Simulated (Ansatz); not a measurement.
Reactions of CH3+ (`[CH3+]`).

Computed with Ansatz on PBE0-D4/def2-TZVP structures; ΔE is electronic, products minus reactants. CCSD(T)/CBS is frozen-core, at the limit of the def2 triple- and quadruple-zeta sets. Functionals use def2-TZVPP. Anions take the def2 sets with diffuse functions and neutrals don't, so finite-basis rows favour the anion. No spin–orbit coupling; open shells (•) take unrestricted orbitals.

| reaction | ωB97M-V (kJ/mol) | r2SCAN-D4 (kJ/mol) | CCSD(T)/CBS(def2) (kJ/mol) |
| --- | --- | --- | --- |
| `[CH2]` (triplet) + H⁺ → `[CH3+]` | -852 | -817 | -858 |
| `CF` → `[CH3+]` + F⁻ | 1089 | 1115 | 1100 |
| `CCl` → `[CH3+]` + Cl⁻ | 954 | 978 | 962 |
| `[CH3]`• → `[CH3+]` + e⁻ | 935 | 976 | 944 |

Largest T1 diagnostic: 0.023, for F⁻.
